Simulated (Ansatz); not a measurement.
## Relaxing BaTa3

The calculation used Ansatz, DFT PBE, scalar-relativistic, plane waves, PAW. Cutoff 420 eV, Γ-centred k mesh, Gaussian smearing, no spin polarisation in the final step.

BaTa3 was placed on the Ni3Sn (D0_19) structure type (P6_3/mmc, No. 194), with Ba in place of Sn, Ta in place of Ni, at a guessed volume.

```
CELL_PARAMETERS angstrom
6.34908 0.00000 0.00000
-3.17454 5.49847 0.00000
0.00000 0.00000 5.09612
ATOMIC_POSITIONS crystal
Ba 0.33333 0.66667 0.25000
Ba 0.66667 0.33333 0.75000
Ta 0.83300 0.66600 0.25000
Ta 0.16700 0.83300 0.75000
Ta 0.33400 0.16700 0.25000
Ta 0.16700 0.33400 0.75000
Ta 0.83300 0.16700 0.25000
Ta 0.66600 0.83300 0.75000
```

Steps on the 3×3×4 mesh (8 atoms). 7 of 7 steps are shown, and the free energy counts from the last. Trial steps that were taken back and renewals of the plane-wave basis can be among the rows.

| step | ΔF (meV/atom) | V (Å³/atom) | P (GPa) | largest force component (eV/Å) |
| --- | --- | --- | --- | --- |
| 1 | 397.9 | 22.24 | -1.30 | 1.766 |
| 2 | 170.3 | 21.85 | 5.18 | 0.971 |
| 3 | 86.3 | 24.21 | 7.41 | 1.635 |
| 4 | 25.1 | 26.39 | -2.89 | 0.857 |
| 5 | 3.5 | 26.51 | 0.91 | 0.010 |
| 6 | 2.1 | 27.04 | 0.14 | 0.029 |
| 7 | 0.0 | 27.04 | 0.18 | 0.027 |

A final relaxation ran on a 6×6×8 mesh. The relaxed crystal, P6_3/mmc (No. 194):

```
Ba Ta
1.0
     7.08013    0.00000    0.00000
    -3.54006    6.13157    0.00000
     0.00000    0.00000    4.99108
Ba Ta
2 6
Direct
  0.33333 0.66667 0.25000
  0.66667 0.33333 0.75000
  0.87289 0.74578 0.25000
  0.12711 0.87289 0.75000
  0.25422 0.12711 0.25000
  0.12711 0.25422 0.75000
  0.87289 0.12711 0.25000
  0.74578 0.87289 0.75000
```

```
Volume per atom          : 27.08 Å³
Density                  : 10.43 g/cm³
Energy over the elements : 0.93 eV/atom
Gap on the 6×6×8 mesh    : 0 eV (a metal)
```

Energies over the elements count from the elements' standard structures at the same level, with no empirical corrections.

The final run used a 6×6×8 mesh on its 8-atom cell and 0.10 eV smearing. The k mesh leaves about 4 meV/atom of noise in metals. Spin–orbit coupling is left out.

Symmetry constrained the relaxation, so the result can be a saddle point.

Cost: 3 runs of about 3.4 core-minutes in all, on Intel Xeon Platinum 8375C (Ice Lake) (shared hosts).